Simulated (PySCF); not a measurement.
## C4H5NS: core ionisation energies

Species: C₄H₅NS.
Bonds: N1–C2, C2–C3 (aromatic), C3–C4 (aromatic), C4–C5 (aromatic), C5–S6 (aromatic), C2–S6 (aromatic). Hydrogens: H7, H8 on N1; H9 on C3; H10 on C4; H11 on C5.

Theory: delta-SCF UKS SCAN, pcX-2 on the ionised atom, pcseg-1 elsewhere, spin-free X2C (PySCF). Binding energies are ΔSCF values: E(core-ionised, relaxed orbitals) − E(ground state) at a fixed geometry, referred to the vacuum level.

List the computed XPS lines with their assignment.

```json
{"atom(s)": "N1", "bonded to": "C and 2 H", "level": "N 1s", "binding energy (eV)": "405.72", "above the level's lowest (eV)": "0.00", "count": "1"}
{"atom(s)": "C2", "bonded to": "N, S (aromatic in the SMILES) and C (aromatic in the SMILES)", "level": "C 1s", "binding energy (eV)": "291.60", "above the level's lowest (eV)": "+1.91", "count": "1"}
{"atom(s)": "C3", "bonded to": "2 C (aromatic in the SMILES) and H", "level": "C 1s", "binding energy (eV)": "289.69", "above the level's lowest (eV)": "0.00", "count": "1"}
{"atom(s)": "C4", "bonded to": "2 C (aromatic in the SMILES) and H", "level": "C 1s", "binding energy (eV)": "290.03", "above the level's lowest (eV)": "+0.34", "count": "1"}
{"atom(s)": "C5", "bonded to": "S (aromatic in the SMILES), C (aromatic in the SMILES) and H", "level": "C 1s", "binding energy (eV)": "290.04", "above the level's lowest (eV)": "+0.35", "count": "1"}
{"atom(s)": "S6", "bonded to": "2 C (aromatic in the SMILES)", "level": "S 1s", "binding energy (eV)": "2477.62", "above the level's lowest (eV)": "0.00", "count": "1"}
```

The listed C 1s values span 1.91 eV, from C3 (bonded to 2 C (aromatic in the SMILES) and H) to C2 (bonded to N, S (aromatic in the SMILES) and C (aromatic in the SMILES)). The values 290.03 and 290.04 eV lie too close for their order to be trusted.

What is the C 1s shift of C2 against C4?

291.60 − 290.03 = +1.57 eV, or +151 kJ/mol.

Which photon energy gives electrons from C 1s of C3 a kinetic energy of 100 eV, and what is their de Broglie wavelength?

hν = 289.69 + 100 = 389.69 eV, recoil neglected; λ = 12.264 Å/√(E/eV) = 1.23 Å.

Not every level is listed. The unrestricted hole states depart most from a pure doublet (⟨S²⟩ = 0.75; over 0.85 named) for C 1s of C2 (0.85), which makes this value less certain. Geometry: GFN2-xTB; no solvent, vibrations or thermal averaging.

Shape of the structure used: `[NH2:1][c:2]1[cH:3][cH:4][cH:5][s:6]1`: H–N1–C2–C3 -161°, H–N1–C2–C3 -26°.
